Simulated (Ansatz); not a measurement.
What each rung costs, and what it gives

Saddle point of SiH₅O, doublet (SiH₄O ([OH][SiH3]) + H → SiH₃O ([O][SiH3]) + H₂; bonds formed: H1–H4; bonds broken: H1–O2), PBE0-D4/def2-TZVP structure:

```
7
angstrom
H -0.7747 -1.2178 -0.9378
O -0.2979 -1.0144 0.3829
Si 0.3576 0.5112 0.5021
H -0.9610 -1.1023 -1.7195
H -0.6399 1.5816 0.2461
H 0.7928 0.5391 1.9248
H 1.5231 0.7027 -0.3984
```

Barriers are electronic and count from the start structure reached by relaxing down the imaginary mode. Spin–orbit coupling is left out.

Program: Ansatz 0.2.0. Basis: as named in each row. Cores are frozen in the correlated methods; orbitals are unrestricted. B3LYP uses VWN-RPA correlation. Extrapolation: Hartree–Fock as exp(−7.88 √X), correlation as X^−2.97.

Times are rough, for one single point on 2 threads of a shared host (Intel Xeon Platinum 8488C).

The estimate by CCSD(T) at an estimated basis limit (MP2 extrapolated from triple and quadruple zeta, plus CCSD(T) − MP2 in triple zeta) is 0.986 eV.

```tsv
method	basis	time (s)	barrier (eV)	method less estimate
HF	STO-3G	under 1	-0.675	-1.661
PBE-D4	STO-3G	under 1	-1.138	-2.124
SPW92	def2-SVP	under 1	0.508	-0.479
B3LYP-D4	6-31G	under 1	0.230	-0.756
PBE-D4	def2-SVP	1	0.542	-0.444
PBE0-D4	def2-SVP	1	0.751	-0.236
SPW92	def2-TZVPP	1	0.543	-0.443
CCSD(T)	def2-SVP	2	0.956	-0.030
BLYP-D4	def2-TZVPP	2	0.409	-0.577
PBE-D4	def2-TZVPP	2	0.578	-0.408
B3LYP-D4	def2-TZVPP	2	0.582	-0.404
PBE0-D4	def2-TZVPP	2	0.776	-0.211
r2SCAN-D4	def2-TZVPP	3	0.579	-0.407
RPA on PBE	def2-TZVPP	3	0.798	-0.188
CAM-B3LYP-D4	def2-TZVPP	3	0.717	-0.269
B2PLYP	def2-TZVPP	3	0.827	-0.160
PBE-QIDH	def2-TZVPP	3	1.043	0.056
wB97M-V	def2-SVP	3	0.811	-0.175
r2SCAN0-D4	def2-TZVPP	4	0.706	-0.281
BHLYP-D4	def2-TZVPP	4	0.727	-0.260
B97M-V	def2-TZVPP	5	0.652	-0.334
wB97M-V	def2-TZVPP	10	0.833	-0.154
wB97X-V	def2-TZVPP	11	0.820	-0.166
MP2	def2-QZVPP	16	1.440	0.453
CCSD(T)	def2-TZVPP	27	0.933	-0.053
```

All methods are single points on the PBE0-D4 structures; a negative value means that the method puts the saddle structure below the start.

No T1 diagnostic of these runs exceeds 0.025. ⟨S²⟩ of the unrestricted Hartree–Fock references: 0.75 to 0.78 (a pure state has 0.75).

Radical steps of this kind take place in plasma deposition and etching.

Labels in which every atom is bracketed show which atoms are joined, not bond orders.
